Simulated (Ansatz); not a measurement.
**fcc Ni**

All values below come from LDA (Ansatz, a program for electronic structure, plane waves, PAW).

Run with plane-wave cutoff 500 eV, 22×22×1 k mesh (along the axes of the cell as run), Fermi–Dirac smearing 0.1 eV, scalar-relativistic PAW data made under PBE.

Cell: relaxed at this level.

```
Property                              Value
--------------------------------  ---------
surface energy of the (100) face  2.89 J/m²
work function of the (100) face     5.32 eV
```

The slab of 8 atoms is relaxed and unreconstructed.
